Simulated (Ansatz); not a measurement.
A nudged elastic band was laid between two geometries of BFH5N (8 atoms, charge 0, multiplicity 1).

Method: RKS PBE/def2-TZVP (Ansatz).

* movable images: 3
* climbing image: no
* spring: 5.0 eV/Å²
* optimiser: quadratic models (default)
* start path: through a guess of the saddle point
* force threshold: 0.05 eV/Å
* iteration limit: 60
* end points: relaxed

Initial state:

```xyz
8
Properties=species:S:1:pos:R:3
B 0.024 -0.137 0.161
F 0.244 0.679 1.290
H 0.941 -0.132 -0.647
H -1.094 -0.030 -0.323
N 0.048 -1.682 0.797
H -0.104 -2.385 0.067
H 0.950 -1.868 1.246
H -0.685 -1.785 1.507
```

Final state:

```xyz
8
Properties=species:S:1:pos:R:3
B 0.084 -0.573 -0.535
F -0.340 -0.118 2.764
H 1.074 0.052 -0.798
H -0.990 -0.332 -1.011
N 0.182 -1.617 0.404
H -0.584 -2.261 0.588
H 1.074 -1.953 0.759
H -0.176 -0.538 1.927
```

Question: Which bonds break or form, and what moves?

Answer: Bonds broken: B1–F2, N5–H8. Bonds formed: F2–H8. BFH5N becomes BH4N + FH.

Question: What energy profile does the band end with?

Answer: The forces met the threshold. The highest image is number 2 of 0 to 4, 0.98 eV above the first end and 0.22 eV above the last; the last end lies 0.76 eV above the first. No image climbed, so the highest image needn't sit at the top of the path. So few images can step over the top or miss a turn of the path. The orbitals stay closed-shell, which can raise the energy where a bond breaks towards radicals; this wasn't checked here.

| image | path coordinate (Å) | energy (eV) | B1–F2 (Å) | N5–H8 (Å) | F2–H8 (Å) |
| --- | --- | --- | --- | --- | --- |
| 0 | 0.00 | 0.00 | 1.41 | 1.03 | 2.64 |
| 1 | 0.92 | 0.05 | 1.41 | 1.03 | 2.30 |
| 2 | 1.85 | 0.98 | 1.70 | 1.16 | 1.36 |
| 3 | 2.77 | 0.85 | 2.65 | 1.82 | 0.96 |
| 4 | 3.70 | 0.76 | 3.36 | 1.90 | 0.95 |

Question: What is the geometry of the highest image?

Answer: 
```xyz
8
Properties=species:S:1:pos:R:3
B 0.015 -0.300 0.025
F -0.319 0.315 1.578
H 1.076 0.127 -0.361
H -0.955 -0.184 -0.682
N 0.137 -1.713 0.698
H -0.610 -2.389 0.529
H 1.048 -2.173 0.707
H -0.069 -1.022 1.604
```

Run time: 19 s on 4 threads of Arm Neoverse V2 (shared host), peak memory 0.17 GiB.
